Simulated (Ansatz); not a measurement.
We consider zinc-blende MgTe (metastable phase), described by PBE0-D3(BJ) (plane waves, PAW; Ansatz, a program for electronic structure).

Numerical settings: plane-wave cutoff 460 eV, 8×8×8 k mesh, Fermi–Dirac smearing 0.01 eV, scalar-relativistic PAW data made under PBE.

Properties against volume:

| V (Å³/atom) | P (GPa) | direct gap at Γ (eV) |
|---|---|---|
| 30.561 | 2.36 | 4.407 |
| 31.366 | 1.11 | 4.272 |
| 31.952 | 0.29 | 4.177 |
| 32.974 | -0.97 | 4.019 |
| 33.531 | -1.58 | 3.936 |

A straight line through the gaps at Γ against ln V gives a volume deformation potential dE_g(Γ)/d ln V of -5.1 eV: the gap at Γ widens under compression.

Measured, for comparison: band gap 3.67 eV (2 K, zero-point motion not removed; as tabulated in arXiv:1206.3780).

Spin–orbit coupling is not included; with these elements it can move the gap by several tenths of an eV or more.
